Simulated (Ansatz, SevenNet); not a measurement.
For zinc-blende AlN (metastable phase), the machine-learned potential SevenNet-0 (trained on PBE and PBE+U data) gives:

```
Item                 Result
------------------  -------
lattice constant a  4.400 Å
bulk modulus        201 GPa
```

What does r²SCAN+rVV10 (Ansatz, a program for electronic structure, PAW) give for the same quantities?


- lattice constant a: 4.365 Å (falls by 0.8 %)
- bulk modulus: 212 GPa (goes up by 5.5 %)

Changes are worked out from the printed values.

Unless a cell is named, each level is at its own relaxed cell (SevenNet-0 10.65, r²SCAN+rVV10 10.39 Å³/atom).

Ansatz's density-functional and Hartree–Fock values are scalar-relativistic unless marked +SOC, with PAW data made under PBE.
